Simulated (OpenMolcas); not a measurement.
# Li2 (lithium dimer): the vertical energy of the triplet above the singlet, rung by rung

Li2: 2 atoms, total charge 0, spin state singlet. As SMILES, `[Li][Li]`. The bond length is the measured one.

```xyz
2

Li    0.0000    0.0000    0.0000
Li    0.0000    0.0000    2.6729
```

Quantity: the vertical energy of the triplet above the singlet, in eV. The values are calculated.

| level | kind | program | value (eV) |
| --- | --- | --- | --- |
| HF/3-21G | Hartree–Fock | OpenMolcas | 0.57 |
| HF/3-21G, open shells restricted | Hartree–Fock | OpenMolcas | 0.57 |
| HF/6-31G | Hartree–Fock | OpenMolcas | 0.55 |
| SVWN5/3-21G | LDA | OpenMolcas | 1.05 |
| SVWN5/6-31G | LDA | OpenMolcas | 1.07 |
| PBE/3-21G | GGA | OpenMolcas | 0.97 |
| PBE/6-31G | GGA | OpenMolcas | 1.00 |
| r2SCAN/3-21G | meta-GGA | OpenMolcas | 0.90 |
| r2SCAN/6-31G | meta-GGA | OpenMolcas | 0.88 |
| B3LYP/3-21G | global hybrid | OpenMolcas | 1.11 |

The values span 0.55 to 1.11 eV. All rows use very small basis sets, so even the best lies far from the true value.
